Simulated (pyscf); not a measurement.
H₂Si⁺–SiH₃ + hydrogen (H₂) -> silane (SiH₄) + SiH₃⁺, a four-centre exchange (singlet surface; Si–Si, H–H broken, H–Si, H–Si formed). PySCF, gas phase, ωB97X-D3(BJ)/def2-SVP geometries. Energies in kcal/mol from the separated reactants.

AM1 to PM7: differences of heats of formation from MOPAC, which are fitted to 298 K values and so differ in kind from electronic energies by zero-point and thermal terms. 

Quick AM1 single points give ΔE‡ = 15.6 kcal/mol and ΔE = -3.2 kcal/mol. What does ωB97M-D3(BJ)/def2-TZVP give, and how far is the quick result from it?

ωB97M-D3(BJ)/def2-TZVP gives ΔE‡ = 6.1 kcal/mol and ΔE = +7.7 kcal/mol. AM1 lies 9.5 kcal/mol over it in the barrier and 11.0 kcal/mol under it in the reaction energy, so on this step it does not hold to within 3.0 kcal/mol. ωB97M-D3(BJ)/def2-TZVP has limits of its own. On the reactant side the descent ends in a bound adduct, 14.1 kcal/mol under the separated species and 21.0 kcal/mol under the saddle at ωB97X-D3(BJ)/def2-TZVP. On the product side the descent ends in an adduct with a H–Si contact, 40.7 kcal/mol under the separated species and 35.3 kcal/mol under the saddle at ωB97X-D3(BJ)/def2-TZVP. At ωB97M-D3(BJ) the saddle lies under the separated products, which points to a path from their complex (located at ωB97X-D3(BJ) alone), and parting the products costs more than the saddle. This is the saddle that the search found; another between the same sides may lie lower.
